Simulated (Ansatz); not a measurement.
Reaction (SMILES): N#P (N-P) + 3 [H][H] (H2) → N (NH3) + P (PH3)
B3LYP-D3(BJ)/def2-TZVP geometries, fixed; electronic energies without zero-point terms.
Largest species:
```
N
H 1 1.0136
H 1 1.0136 2 107.33
H 1 1.0136 2 107.33 3 -115.09
```

How fast the energy of full hydrogenation converges with the basis for several methods (Ansatz, a quantum-chemistry and plane-wave program): deviation from each method's own reference, in kcal/mol. References: B3LYP -68.93 kcal/mol, the value in pcseg-4; CCSD(T) -66.41 kcal/mol, Hartree-Fock in aug-cc-pV(Q+d)Z plus the correlation part extrapolated as X^-3 from aug-cc-pV(T+d)Z and aug-cc-pV(Q+d)Z; HF -81.37 kcal/mol, the value in aug-pcseg-3; MP2 -59.50 kcal/mol, Hartree-Fock in aug-cc-pV(Q+d)Z plus the correlation part extrapolated as X^-3 from aug-cc-pV(T+d)Z and aug-cc-pV(Q+d)Z; PBE -71.08 kcal/mol, the value in pcseg-4; r2SCAN -72.95 kcal/mol, the value in pcseg-4. Cartesian d functions, on some or all atoms, in 6-311+G**; all else is spherical. In correlated methods cores are frozen. A restricted Hartree-Fock determinant is unstable towards unrestricted orbitals. No added dispersion term, no relativity. 

| basis | functions | B3LYP | CCSD(T) | HF | MP2 | PBE | r2SCAN |
|---|---|---|---|---|---|---|---|
| def2-SV(P) | 32 | 6.70 | 23.67 | 3.37 | 21.47 | [?] | 8.77 |
| 6-311+G** | 53 | -0.84 | 7.07 | -3.06 | 5.86 | [?] | -0.88 |
| aug-cc-pV(D+d)Z | 59 | -6.19 | 0.67 | -4.60 | -0.61 | [?] | -5.46 |
| 6-311++G(2d,2p) | 65 | -1.05 | 5.28 | -1.17 | 3.41 | [?] | -1.30 |
| def2-TZVP | 68 | 1.60 | 6.80 | 0.95 | 6.12 | [?] | 1.67 |
| def2-TZVPP | 84 | -0.14 | 1.33 | -0.40 | 0.52 | [?] | -0.17 |
| jun-cc-pV(T+d)Z | 90 | -0.42 | 1.51 | -0.29 | 0.85 | [?] | -0.42 |
| def2-TZVPPD | 99 | -0.69 | 0.76 | -0.54 | 0.13 | [?] | -0.59 |
| aug-cc-pV(T+d)Z | 124 | -0.51 | 0.53 | -0.29 | 0.14 | [?] | -0.51 |
| cc-pV(Q+d)Z | 154 | 0.66 | 0.99 | 0.42 | 0.74 | [?] | 0.62 |
| pcseg-3 | 163 | -0.22 | 0.60 | -0.12 | 0.20 | [?] | -0.13 |
| def2-QZVPPD | 175 | -0.04 | 0.35 | 0.09 | 0.08 | [?] | 0.04 |

What belongs in the gaps?


- def2-SV(P), PBE: 8.35
- 6-311+G**, PBE: -0.48
- aug-cc-pV(D+d)Z, PBE: -5.92
- 6-311++G(2d,2p), PBE: -1.18
- def2-TZVP, PBE: 1.78
- def2-TZVPP, PBE: 0.04
- jun-cc-pV(T+d)Z, PBE: -0.47
- def2-TZVPPD, PBE: -0.69
- aug-cc-pV(T+d)Z, PBE: -0.60
- cc-pV(Q+d)Z, PBE: 0.79
- pcseg-3, PBE: -0.20
- def2-QZVPPD, PBE: -0.04

Mean absolute deviation over 6-311+G**, 6-311++G(2d,2p), def2-TZVP, def2-TZVPP, jun-cc-pV(T+d)Z, def2-TZVPPD, aug-cc-pV(T+d)Z: PBE 0.75, B3LYP 0.75, r2SCAN 0.79, HF 0.96, MP2 2.43, CCSD(T) 3.32 kcal/mol.
